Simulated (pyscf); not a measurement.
## Four-centre exchange: H₂B–OH + borane (BH₃) → H₂B–O–BH₂ + hydrogen (H₂)

Gas phase, singlet surface, charge 0. Bonds broken: O2–H7, H5–B6. Bonds formed: O2–B6, H5–H7. Structures and frequencies: ωB97X-D3(BJ)/def2-SVP in PySCF.

Transition state (Å):

```xyz
9

B      0.2187    -1.5151     0.2807
O      0.3435    -0.2177     0.6429
H      0.8514    -1.9063    -0.6723
H     -0.5198    -2.2192     0.9315
H      0.4500     1.7833     1.1834
B     -0.2438     0.7759     1.7275
H      0.6866     0.9295     0.5953
H     -1.4181     1.0042     1.5596
H      0.2064     0.5744     2.8302
```

One imaginary mode, 1462i cm⁻¹; descent along it reached the two sides named, in the forms told below.

```json
[
 {"bond": "O2–H7", "change": "breaks", "reactant side (Å)": "0.965", "saddle": "1.198", "product side": "3.1"},
 {"bond": "H5–B6", "change": "breaks", "reactant side (Å)": "1.220", "saddle": "1.339", "product side": "3.2"},
 {"bond": "O2–B6", "change": "forms", "reactant side (Å)": "1.747", "saddle": "1.584", "product side": "1.342"},
 {"bond": "H5–H7", "change": "forms", "reactant side (Å)": "2.334", "saddle": "1.063", "product side": "0.760"}
]
```

Electronic energies relative to the separated reactants (kJ/mol):

```tsv
level	barrier	reaction energy	reverse barrier
ωB97X-D3(BJ)/def2-TZVP	57.8	-99.2	157.0
PBE/def2-TZVP	27.0	-110.5	137.5
r²SCAN/def2-TZVP	36.8	-111.2	148.0
B3LYP-D3(BJ)/def2-TZVP	55.5	-109.0	164.5
PBE0-D3(BJ)/def2-TZVP	37.9	-103.2	141.1
M06-2X/def2-TZVP	52.4	-110.1	162.4
ωB97M-D3(BJ)/def2-TZVP	55.7	-100.4	156.1
HF/def2-TZVP	138.6	-84.0	222.6
```

With ωB97M-D3(BJ)/def2-TZVP energies and thermal terms (ideal gas, 1 atm, RRHO with modes under 100 cm⁻¹ raised to 100, one conformer, R ln 2 for chiral ones without a mode under 150 cm⁻¹), in kJ/mol:

```csv
T (K),ΔH‡,ΔG‡,ΔH,ΔG
298,52.0,93.1,-111.3,-103.0
600,51.7,135.0,-106.9,-96.4
900,53.8,176.3,-103.3,-92.0
1200,56.8,216.7,-100.4,-88.7
```

On the reactant side the descent ends in an adduct with a B–O contact, 49.4 kJ/mol under the separated species and 107.2 kJ/mol under the saddle at ωB97X-D3(BJ)/def2-TZVP. What is counted as formed (B–O) is already present as a longer contact in the reactant adduct; forming that adduct is a step of its own. One saddle was located; it need not be the lowest between these sides.
